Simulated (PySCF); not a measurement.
Compound: CH₅P.
Atom-mapped SMILES: `[CH2:1]=[PH3:2]` (hydrogens: H3, H4 on C1; H5, H6, H7 on P2)

Level: PBE0/pcSseg-1 and PBE0/def2-SVPD in PySCF, non-relativistic, on one gas-phase PBE0-D3(BJ)/def2-SVP geometry that isn't relaxed in the solvent. The solvent is an IEF-PCM continuum (Bondi radii, 1.10 Å for H, scaled by 1.2). Specific hydrogen bonds and non-electrostatic terms are outside this model.

Gas phase at PBE0/pcSseg-1: HOMO -5.35 eV, LUMO 0.71 eV, dipole 2.27 D.

Problem. What does the continuum do to the energy, the frontier levels and the dipole at PBE0/pcSseg-1 in dimethylsulfoxide and water?

Solution. 
| solvent | ε | E(solvent) − E(gas) (kcal/mol) | polarisation term (kcal/mol) | distortion of the solute (kcal/mol) | HOMO (eV) | LUMO (eV) | dipole (D) |
| --- | --- | --- | --- | --- | --- | --- | --- |
| dimethylsulfoxide | 46.83 | -5.69 | -7.16 | 1.47 | -5.44 | 1.14 | 3.42 |
| water | 78.36 | -5.78 | -7.29 | 1.51 | -5.45 | 1.14 | 3.44 |

The first energy column is the sum of the next two and covers electrostatics alone. From dimethylsulfoxide to water the lowering changes by a factor 1.02, Onsager's factor (ε − 1)/(2ε + 1) by 1.01 and ε itself by 1.7.

Problem. Which radius a makes the point-dipole formula ΔE = −[(ε − 1)/(2ε + 1)]·μ²/a³ give the value in water, with the gas-phase dipole?

Solution. μ = 0.894 au and |ΔE| = 0.00920 Eh give a = 1.85 Å; the farthest nucleus lies 1.86 Å from the centroid of the nuclei. The formula assumes a rigid point dipole at the centre of a sphere.

Problem. Which Mulliken charges (PBE0/pcSseg-1) respond most in dimethylsulfoxide (means over atoms taken as equivalent)?

Solution. 
| atoms | environment | gas (e) | solvent (e) | change |
| --- | --- | --- | --- | --- |
| C1 | carbon bonded to P and 2 H | -0.675 | -0.795 | -0.120 |
| P2 | phosphorus bonded to C and 3 H | +0.293 | +0.336 | +0.043 |
| H5/H6/H7 | P–H hydrogen | +0.036 | +0.060 | +0.024 |
| H3/H4 | hydrogen on carbon | +0.137 | +0.140 | +0.003 |

Problem. Which Mayer bond orders change most in dimethylsulfoxide?

Solution. 
| bond | length (Å) | gas | solvent | change |
| --- | --- | --- | --- | --- |
| C1–P2 | 1.671 | 1.506 | 1.446 | -0.060 |
| P2–H7 | 1.460 | 0.753 | 0.788 | +0.035 |
| P2–H5 | 1.418 | 0.910 | 0.918 | +0.008 |
| P2–H6 | 1.419 | 0.909 | 0.917 | +0.008 |
| C1–H3 | 1.093 | 0.951 | 0.953 | +0.002 |
| C1–H4 | 1.093 | 0.952 | 0.953 | +0.001 |

Gas phase at PBE0/def2-SVPD: HOMO -5.41 eV, LUMO 0.40 eV, dipole 2.17 D.

Problem. What does the continuum do to the energy, the frontier levels and the dipole at PBE0/def2-SVPD in dimethylsulfoxide?

Solution. 
```tsv
solvent	ε	E(solvent) − E(gas) (kcal/mol)	polarisation term (kcal/mol)	distortion of the solute (kcal/mol)	HOMO (eV)	LUMO (eV)	dipole (D)
dimethylsulfoxide	46.83	-5.08	-6.54	1.46	-5.51	0.68	3.32
```

The atom shares or the degeneracy of the LUMO differ from the gas phase in dimethylsulfoxide, so that column needn't follow one orbital.

Problem. How does the static polarisability (PBE0/def2-SVPD, frozen core, with the continuum's full static response) change?

Solution. 
```tsv
medium	isotropic (au)	principal values (au)	⟨r²⟩ of the electrons (bohr²)
gas	44.2	37.3, 38.5, 57.0	151.0
dimethylsulfoxide	63.1	51.6, 55.6, 82.3	151.1
```

The isotropic value in dimethylsulfoxide is 1.43 times the gas-phase one; no cavity-field correction is applied. ⟨r²⟩ is taken about the centre of nuclear charge.

Time: 2.6 s wall; peak memory 0.35 GiB. Hardware: one thread, Arm Neoverse N1 (aarch64), no GPU, shared host. This is the whole shielding run at PBE0/pcSseg-1 in water, SCF included.
